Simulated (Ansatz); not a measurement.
**CHSi (doublet): the correlation ladder at distance Si1–C2 = 1.888 Å, 6-31G**

How much of the correlation energy of CHSi (doublet) does each wave-function method recover here?

Method: 6-31G, core rule «outside noble gas», up to 6 orbitals frozen; program: Ansatz 0.2.0, Gaussian basis.

To be run: UHF; CCSD(T) on ROHF; CCSD(T) on UHF; BCCD(T) on ROHF; CISD; CCSDT(Q) on ROHF; CCSDT(Q) on UHF; CCSDTQ on ROHF; CASSCF and MRCISD+Q, 3 electrons in 3 orbitals; CASSCF and NEVPT2, 3 electrons in 3 orbitals; CASSCF and MRCISD+Q, 9 electrons in 9 orbitals; CASSCF and NEVPT2, 9 electrons in 9 orbitals; Full CI.

24 further runs of the same task are left out: 1 for a mislabelled method, 5 for a known fault of the program, 16 that didn't finish, 2 set aside as unsound or not needed.

### Step 1. What is computed

The geometry derives from a PBE0/def2-TZVP stationary point (not a proven minimum). One bond is set to the value named and the two fragments are kept rigid.

3 atoms, charge 0, spin multiplicity 2.

Atoms are counted from 1 here; the program's logs count them from 0.

Bond lengths: Si1–C2 1.888 Å, C2–H3 1.079 Å. Angles: Si1–C2–H3 180.0°.

As a file:

| atom | x (Å) | y (Å) | z (Å) |
| --- | --- | --- | --- |
| Si1 | 0.0000 | 0.0000 | 1.6185 |
| C2 | 0.0000 | 0.0000 | -0.2695 |
| H3 | 0.0000 | 0.0000 | -1.3489 |

### Step 2. UHF

Contents of in.yaml:

```yaml
crystal:
  periodic: [false, false, false]
  atoms:
    - {symbol: Si, position_ang: [0.000000, 0.000000, 1.618474]}
    - {symbol: C, position_ang: [0.000000, 0.000000, -0.269526]}
    - {symbol: H, position_ang: [0.000000, 0.000000, -1.348949]}
basis:
  gaussian: {orbitals: 6-31G}
magnetization: {spin_polarized: true, initial_magnetization: 1}
hamiltonian: {xc: hf}
output: {orbitals: {seedname: orbitals}}
```

Launch:

```
ansatz run in.yaml --threads 1 --pin off --events-out ev --progress --plain --max-ram 2393MiB
```

Further steps of the session: CCSD(T) on ROHF; CCSD(T) on UHF; BCCD(T) on ROHF; CISD; CCSDT(Q) on ROHF; CCSDT(Q) on UHF; CCSDTQ on ROHF; CASSCF and MRCISD+Q, 3 electrons in 3 orbitals; CASSCF and NEVPT2, 3 electrons in 3 orbitals; CASSCF and MRCISD+Q, 9 electrons in 9 orbitals; CASSCF and NEVPT2, 9 electrons in 9 orbitals; Full CI.

**Question.** What will the summary of the whole plan be? Wanted: FCI below the RHF energy; RMP2 from FCI; UMP2 from FCI; RCCSD from FCI; RCCSD(T) from FCI; UCCSD(T) from FCI; RCCSDT(Q) from FCI; UCCSDT(Q) from FCI; MRCISD+Q pair from FCI.

The runs gave:

| quantity | value |
| --- | --- |
| FCI below the RHF energy | -4.4753 eV |
| RMP2 from FCI | +83.3 kJ/mol |
| UMP2 from FCI | +130.7 kJ/mol |
| RCCSD from FCI | +22.7 kJ/mol |
| RCCSD(T) from FCI | +5.7 kJ/mol |
| UCCSD(T) from FCI | +6.8 kJ/mol |
| RCCSDT(Q) from FCI | +0.3 kJ/mol |
| UCCSDT(Q) from FCI | -0.1 kJ/mol |
| MRCISD+Q pair from FCI | +10.2 kJ/mol |
| NEVPT2 valence from FCI | +29.4 kJ/mol |
| MRCISD+Q valence from FCI | +1.6 kJ/mol |
| levels within 1 kcal/mol (43 meV) | RCCSDT, UCCSDT, RCCSDT(Q), UCCSDT(Q), RCCSDTQ, MRCISD+Q valence |
| T1 diagnostic | 0.039 |
| effectively unpaired electrons | 1.24 |

**Reading.** RCCSD(T) lands +5.7 kJ/mol from the yardstick (1.3 % of the correlation energy). The occupations show some static correlation. Of the multireference levels listed MRCISD+Q valence comes nearest in total energy (+1.6 kJ/mol), which doesn't show that its space is the better one. These misses are within one basis, not against nature; the frozen cores of restricted and unrestricted runs differ, which can shift their rows.
